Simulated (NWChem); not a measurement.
Species: C4H8 cation, doublet; SMILES of the neutral closed-shell parent C=C(C)C

```xyz
12

C     -0.6715     1.2654     0.0440
C      0.0638     0.0001     0.0015
C     -0.6557    -1.2738    -0.0461
C      1.4870     0.0095     0.0056
H     -1.6723     1.1609     0.4883
H     -0.8503     1.5456    -1.0210
H     -0.1060     2.0946     0.4915
H     -0.8715    -1.5384     1.0159
H     -0.0694    -2.1037    -0.4637
H     -1.6428    -1.1842    -0.5242
H      2.0547    -0.9270     0.0179
H      2.0424     0.9535    -0.0035
```
Atoms are numbered in this order, from 1.

Results from NWChem. Spin-unrestricted. Structure relaxed at the PBE0/def2-SVP, spin-unrestricted level. Not confirmed as a minimum by frequencies. This spin state was assumed; another may lie lower. No stability test was run on the SCF state. Level: PBE/def2-SVP with SMD (1 M gas to 1 M solution), gas-phase geometry. Reactions with the solvent are ignored.

For solvent n-hexane:

| Property | Result |
|---|---|
| solvation free energy (kcal/mol) | -31.1 |
| cavity-dispersion-structure term (kcal/mol) | -1.6 |

What are these values for solvent 1,4-dioxane?


- solvation free energy (kcal/mol): -34.3
- cavity-dispersion-structure term (kcal/mol): 0.2
